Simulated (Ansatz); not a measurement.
System: hcp Os. Method: PBEsol (PAW; Ansatz, a first-principles code).

Numerical settings: plane-wave cutoff 520 eV, 18×18×12 k mesh (along the axes of the cell as run), Fermi–Dirac smearing 0.1 eV, perturbation theory, no spin polarisation, scalar-relativistic PAW data made under PBE.

Computed at the level's own relaxed cell.

Harmonic phonon frequencies (cm⁻¹; i marks an imaginary mode):

```csv
q point,frequencies
Γ,0 0 0 168 168 224
M,?
K,152 152 175 177 177 225
```

Q: What belongs in the gaps?

A: 
- M, frequencies: 113 146 158 168 177 181

No imaginary mode appears at these points.
